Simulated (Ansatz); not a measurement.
C₂H₃Cl₂F, SMILES `CC(F)(Cl)Cl`, relaxed with RKS PBE-D4/def2-SVP in the Gaussian-basis code of Ansatz from a rough embedded geometry. The force threshold is 0.03 eV/Å; the program also tests the step.

Total charge 0; spin multiplicity 1.

Start:

```xyz
8

C    -0.427    0.708    0.214
C     0.304   -0.607   -0.124
F     0.056   -1.460    0.869
Cl   -0.352   -1.351   -1.573
Cl    2.057   -0.406   -0.261
H     0.012    1.124    1.132
H    -1.457    0.569    0.322
H    -0.194    1.424   -0.579
```

By how much does the energy fall, and how many steps does the optimiser take? (Best estimate.)

The calculation gave: 0.18 eV, in 4 steps.

Which bonds change most? (Best estimate.)

Ansatz gave: C1–H7 from 1.045 to 1.107 Å; C2–Cl4 from 1.756 to 1.806 Å; C2–Cl5 from 1.770 to 1.806 Å; C1–C2 from 1.542 to 1.513 Å.

Give the relaxed structure. (Best estimate.)

Computed: 
```xyz
8

C    -0.387    0.715    0.204
C     0.284   -0.608   -0.093
F     0.061   -1.487    0.914
Cl   -0.369   -1.329   -1.615
Cl    2.070   -0.395   -0.260
H     0.022    1.121    1.149
H    -1.476    0.549    0.315
H    -0.205    1.433   -0.615
```
